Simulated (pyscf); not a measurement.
Thermochemistry of product channels of Cl–GeH₂–Cl + NH₃ on the singlet surface, in eV, from ωB97M-D3(BJ)/def2-TZVP energies (ideal gas, 1 atm, RRHO with modes under 100 cm⁻¹ raised to 100, one conformer, R ln 2 for chiral ones without a mode under 150 cm⁻¹). PySCF, gas phase, ωB97X-D3(BJ)/def2-SVP geometries.

```csv
products,ΔE,ΔH(298 K),ΔG(900 K),ΔG(1200 K)
H₂N–GeH(Cl)–Cl + H₂,+0.02,-0.12,-0.02,-0.03
HCl + H₂N–GeH₂–Cl,+0.59,+0.51,+0.47,+0.44
```

These are energies of the channels, which say nothing of barriers. Elements up to Kr have no core potential and no relativistic terms here.
